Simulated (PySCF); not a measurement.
## How exact exchange moves a shielding

Molecule: `CC=C1CCC1`, C$_{6}$H$_{10}$.

Atoms are numbered as in `[CH3:1][CH:2]=[C:3]1[CH2:4][CH2:5][CH2:6]1` (H(Xn): hydrogen on atom n).

GIAO shieldings (ppm, equivalent atoms averaged) in PySCF 2.14 on the PBE0-D3(BJ)/def2-SVP geometry, basis pcSseg-1, gas phase, non-relativistic:

| functional | exact exchange (%) | σ(C4) | σ(C6) |
| --- | --- | --- | --- |
| BLYP | 0 | 141.6 | 144.2 |
| BP86 | 0 | 146.6 | 149.1 |
| PBE | 0 | 147.0 | 149.7 |
| B3LYP | 20 | 146.9 | 149.3 |
| mPW1PW91 | 25 | 151.9 | 154.2 |
| BHandHLYP | 50 | 153.5 | 155.5 |
| HF | 100 | 163.4 | 165.0 |

Q: Fit each shielding as a line in the percentage of exact exchange.

A: σ(C4) = 145.0 + 0.18 x (rms 2.0 ppm); σ(C6) = 147.6 + 0.17 x (rms 2.0 ppm). The functionals also differ in their semilocal parts, which the line can't hold; Hartree–Fock has no correlation at all.

Q: What does the line predict for PBE0 (25 %), and what does the run give?

A: σ(C4): 149.5 predicted, 152.9 computed; σ(C6): 151.8 predicted, 155.2 computed ppm.
